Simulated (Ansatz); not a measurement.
`CC1(O)NCS1` → `CN1CSC1O`  (isomerisation)

Isolated molecules relaxed with PBE0-D4/def2-TZVP in Ansatz; ΔE leaves out vibrations. CCSD(T)/CBS is the MP2 limit (def2-TZVPP, def2-QZVPP) plus CCSD(T) − MP2 in def2-TZVPP, frozen cores. DFT in def2-TZVPP. B3LYP here is the variant with VWN-RPA as its local correlation; programs differ in this. One conformer a species, not always the lowest.

Is it downhill or uphill in electronic energy at CCSD(T)/CBS, and by how much? (Estimate.)

Computed: Uphill: ΔE = +35.9 kJ/mol.

What do these levels give: PBE-D4, r2SCAN-D4, PBE0-D4, ωB97M-V, B2PLYP, PBE, PBE0, B3LYP, CCSD/def2-TZVPP, MP2/def2-QZVPP, SCS-MP2/def2-QZVPP, CCSD/CBS(def2)? (Estimate.)

The calculation gave: PBE-D4 30.3, r2SCAN-D4 34.2, PBE0-D4 32.2, ωB97M-V 35.3, B2PLYP 31.1, PBE 29.4, PBE0 31.5, B3LYP 28.5, CCSD/def2-TZVPP 33.2, MP2/def2-QZVPP 36.6, SCS-MP2/def2-QZVPP 34.3, CCSD/CBS(def2) 35.5 kJ/mol.

Largest T1 diagnostic among the species: 0.012.

In def2-TZVPP, CCSD(T) changes the Hartree–Fock value by +4.4 kJ/mol (the triples alone add +0.5 kJ/mol) and MP2 by +6.1 kJ/mol.
